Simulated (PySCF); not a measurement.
HS, SMILES [SH], multiplicity 2. The structure is a stationary point at B3LYP-D3(BJ)/def2-TZVPD.

These are B3LYP-D3(BJ)/def2-TZVPD in PySCF 2.14.0 values and carry that method's errors.

Harmonic wavenumbers (cm⁻¹): 2663. Rotational constants (GHz): 284.9 (linear); symmetry number 1.

Question: Work out the zero-point energy and the ideal-gas rigid-rotor harmonic-oscillator thermochemistry at 298.15 K and 1 atm.

Answer: ZPE = ½ Σ hcν = ½ × 2663 cm⁻¹ = 3.81 kcal/mol. H − E(el) = 5.88 kcal/mol. Entropy in cal/(mol K): translation 36.42, rotation 8.11, vibration 0.00, spin 1.38, total 45.91. G − E(el) = -7.81 kcal/mol. Cp = 6.96 cal/(mol K).
